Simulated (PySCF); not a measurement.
NMR parameters from quadrupole coupling constants

C3H3S (charge -1).
Geometry (GFN2-xTB, Å), atoms numbered from 1 in this order:
```
atom  x, y, z in Å
C1     1.5965   -0.2700   -0.4832
C2     0.5056   -0.1793    0.0097
C3    -0.8194    0.0197    0.5365
S4    -1.6277    1.4643   -0.2401
H5     2.5494   -0.3426   -0.9194
H6    -0.7674    0.1859    1.6229
H7    -1.4337   -0.8730    0.3461
```

Computed at PBE0/pcSseg-1 (PySCF, non-relativistic):

```tsv
atom	environment	nucleus	spin I	Q (b)	CQ = χzz (MHz)	η
S4	thiolate sulfur	33S	3/2	-0.0678	-54.843	0.056
```

Recover the principal values of the field gradient from CQ = 234.96 MHz × Q × Vzz, η = (Vxx − Vyy)/Vzz and a zero trace.

The tensor is traceless, so η fixes the two smaller values:

```
atom  Vxx (au)  Vyy (au)  Vzz (au)  Vzz (10²¹ V/m²)
  S4    -1.625    -1.817     3.443            33.45
```

PQ = |CQ|√(1 + η²/3), νQ = 3|CQ|/[2I(2I − 1)], ν0 = |g|·7.62259 MHz/T·B with g(33S) = 0.42921: values at 16.45 T?

| atom | PQ (MHz) | νQ (MHz) | ν0 (MHz) | νQ/ν0 |
| --- | --- | --- | --- | --- |
| S4 | 54.87 | 27.42 | 53.82 | 0.510 |

For S4: PQ = 54.84 × 1.0005, νQ = 54.84 × 0.5000, ν0 = 3.2717 MHz/T × 16.45 T.

For S4 νQ isn't small against ν0, so the high-field expansions of solid-state NMR fail there at this field.

Quadrupolar 1/T1 and linewidth for τc = 20 ps (extreme narrowing, isotropic tumbling)?

1/T1 = 1/T2 = (3π²/10)(2I + 3)/[I²(2I − 1)] × PQ² × τc; the width is 1/(πT2).

| site | spin factor (2I + 3)/[I²(2I − 1)] | 1/T1 (s⁻¹) | T1 (ms) | linewidth (Hz) |
| --- | --- | --- | --- | --- |
| 33S at S4 | 1.333 | 238000 | 0.00421 | 75700 |

The couplings are those of the rigid, isolated species; surroundings and motion change them. The pcSseg-1 basis has no diffuse functions, a weakness for an anion. The HOMO energy is positive at this level (+0.47 eV), so the outermost electrons may be held by the finite basis alone. GFN2-xTB bond lengths can be off by several hundredths of an ångström, more for odd bonds, and the gradients follow them. The basis is small and wasn't made for field gradients, so the couplings can be 20 % off.

These values come from a run that also computed NMR shieldings. Hardware: one thread of an Arm Neoverse V1, shared host. Cost: 4.2 s.
